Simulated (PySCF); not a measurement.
Gas-phase reaction: 4 Si2H5 → 3 Si2H6 + 2 SiH

Energies from PySCF, thermal terms from the rigid-rotor harmonic-oscillator model, ideal gas at 1 bar. † marks an energy on the PBE0/def2-TZVP geometry and frequencies; other levels use their own. MP2 freezes the core. 6-31G* has spherical d functions here. Open shells (unrestricted): Si2H5 (multiplicity 2), SiH (multiplicity 2); the rest are closed-shell singlets. Spin-orbit splitting is ignored; it lowers the true energy and changes the entropy of SiH. Si2H5: computed as isolated molecules; such fragments, hydroxides, amides, oligomers or adducts are transient or little studied in the gas. MP2 isn't extrapolated to the basis-set limit.

PBE/def2-SVP gives ΔH°(298 K) = 101 kJ.

Q: What do MP2/def2-SVP†, M06-2X/def2-TZVP†, HF/6-31G* give?

A: MP2/def2-SVP†: 67 kJ; M06-2X/def2-TZVP†: 75 kJ; HF/6-31G*: 69 kJ. For scale, ΔH°(298 K) is 101 kJ at this level, 39 kJ at ωB97M-V/def2-TZVP†, and runs from 39 to 137 kJ over the 19 levels computed († marks an energy on the PBE0/def2-TZVP geometry).
